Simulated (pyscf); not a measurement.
H₃Ge–SeH (SMILES [GeH3][SeH]) + HF (SMILES F) → H₂Se (SMILES [SeH2]) + F–GeH₃ (SMILES [F][GeH3]), a four-centre exchange (singlet surface; Ge–Se, F–H broken, H–Se, F–Ge formed). PySCF, gas phase, ωB97X-D3(BJ)/def2-SVP geometries. MP2 and CC: frozen core, UHF for open shells. ΔMP2 is the change of the MP2 total energy from the triple- to the quadruple-zeta basis. Energies in kcal/mol from the separated reactants.

AM1 to PM7: differences of heats of formation from MOPAC, which are fitted to 298 K values and so differ in kind from electronic energies by zero-point and thermal terms. 

Question: In single points PM3 puts the saddle at 41.0 kcal/mol and the reaction energy at +12.3 kcal/mol. Should these be trusted to within a few kcal/mol? Compare with CCSD(T)/def2-TZVPP + ΔMP2(QZVPP).

Answer: CCSD(T)/def2-TZVPP + ΔMP2(QZVPP) gives ΔE‡ = 31.5 kcal/mol and ΔE = +1.2 kcal/mol. PM3 lies 9.5 kcal/mol over it in the barrier and 11.0 kcal/mol over it in the reaction energy, so on this step it does not hold to within 3.0 kcal/mol. CCSD(T)/def2-TZVPP + ΔMP2(QZVPP) has limits of its own. On the reactant side the descent ends in a complex, 6.3 kcal/mol under the separated species and 35.3 kcal/mol under the saddle at ωB97X-D3(BJ)/def2-TZVP. At ωB97X-D3(BJ)/def2-TZVP the barrier from the zero used here is 29.0 kcal/mol. This is the saddle that the search found; another between the same sides may lie lower. The CCSD(T) − MP2 part came from Ansatz, without density fitting, on the same reference. The frozen core leaves the outer d or s,p core shells of the metals and heavy elements correlated in the MP2 and CC values, and def2-TZVPP describes them poorly, which can shift differences by a few kcal/mol. In the def2 sets elements up to Kr have no core potential.
